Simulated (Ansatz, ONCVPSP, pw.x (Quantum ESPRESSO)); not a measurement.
# pw.x on diamond P: one setting changed

Potential: optimised norm-conserving Vanderbilt (ONCV), ONCVPSP 4.0.1.1 (patched build), LDA (Perdew-Wang 92); core [Ne], reference 3s2 3p3; waves: 3s: rc 1.55 bohr, ncon 3, nbas 6, qcut 4 1/bohr, 2 projectors, debl 3.7 Ha; 3p: rc 1.70 bohr, ncon 4, nbas 8, qcut 4.6 1/bohr, 2 projectors, debl 2.2 Ha; d scattering state at 0.15 Ha: rc 1.65 bohr, ncon 4, nbas 7, qcut 5.7 1/bohr, 2 projectors, debl 3 Ha; local part: polynomial inside 1.15 bohr (lpopt 5, dvloc0 6 Ha); core correction: none.

The reference run (k-mesh 9³, cutoffs 85/340 Ry, Fermi–Dirac 0.01 Ry, mixing_beta 0.4, conv_thr 1e-9, no spin) gives -0.28 GPa at 19.134 Å³/atom, where all-electron LAPW gives -0.12 GPa. This run, with its own iteration cap, changes mixing_beta to 0.1.

```
&control
  calculation='scf', prefix='x', pseudo_dir='./', outdir='./tmp', tstress=.true., disk_io='none'
/
&system
  ibrav=0, nat=2, ntyp=1, ecutwfc=85, ecutrho=340, nbnd=12,
  occupations='smearing', smearing='fd', degauss=0.01
/
&electrons
  conv_thr=1e-09, mixing_beta=0.1, electron_maxstep=60
/
ATOMIC_SPECIES
P 1.0 P.UPF
CELL_PARAMETERS angstrom
  0.00000000 2.67466004 2.67466004
  2.67466004 0.00000000 2.67466004
  2.67466004 2.67466004 0.00000000
ATOMIC_POSITIONS crystal
P 0.0000 0.0000 0.0000
P 0.2500 0.2500 0.2500
K_POINTS automatic
9 9 9 0 0 0
```

```bash
pw.x < P.scf.in > P.scf.out
```

Task: How does the run end?

Result: It converges in 8 iterations; the free energy moves by +0.0 meV/atom and the pressure by +0.00 GPa. The result is that of the reference run.

```
Message from routine setup:
     using ibrav=0 with symmetry is DISCOURAGED, use correct ibrav instead
     lattice parameter (alat)  =       7.1480  a.u.
     unit-cell volume          =     258.2453 (a.u.)^3
     number of electrons       =        10.00
     number of Kohn-Sham states=           12
     kinetic-energy cutoff     =      85.0000  Ry
     charge density cutoff     =     340.0000  Ry
     scf convergence threshold =      1.0E-09
     Exchange-correlation= SLA  PW   NOGX NOGC
     number of k points=    35  Fermi-Dirac smearing, width (Ry)=  0.0100
     iteration #  1     ecut=    85.00 Ry     beta= 0.10
     total energy              =     -26.45053898 Ry
     estimated scf accuracy    <       0.01896583 Ry
     iteration #  2     ecut=    85.00 Ry     beta= 0.10
     total energy              =     -26.44517211 Ry
     estimated scf accuracy    <       0.01468874 Ry
     iteration #  3     ecut=    85.00 Ry     beta= 0.10
     total energy              =     -26.44617701 Ry
     estimated scf accuracy    <       0.00037483 Ry
     iteration #  4     ecut=    85.00 Ry     beta= 0.10
     total energy              =     -26.44619861 Ry
     estimated scf accuracy    <       0.00016439 Ry
     iteration #  5     ecut=    85.00 Ry     beta= 0.10
     total energy              =     -26.44620842 Ry
     estimated scf accuracy    <       0.00000008 Ry
     iteration #  6     ecut=    85.00 Ry     beta= 0.10
     total energy              =     -26.44620890 Ry
     estimated scf accuracy    <       0.00000006 Ry
     iteration #  7     ecut=    85.00 Ry     beta= 0.10
     total energy              =     -26.44620886 Ry
     estimated scf accuracy    <       0.00000022 Ry
     iteration #  8     ecut=    85.00 Ry     beta= 0.10
     the Fermi energy is     7.4999 ev
!    total energy              =     -26.44620887 Ry
     estimated scf accuracy    <          9.3E-11 Ry
     smearing contrib. (-TS)   =      -0.00615369 Ry
     The total energy is F=E-TS. E is the sum of the following terms:
     one-electron contribution =       4.52184824 Ry
     hartree contribution      =       2.32714475 Ry
     xc contribution           =      -6.64481374 Ry
     ewald contribution        =     -26.64423443 Ry
     convergence has been achieved in   8 iterations
          total   stress  (Ry/bohr**3)                   (kbar)     P=       -2.82
     Message from routine punch:
     Nothing written, as per user request (disk_io='none')
```

The run took about 48 s on one core of a shared host (Neoverse-N1, 64 threads, 124 GiB, load 55).
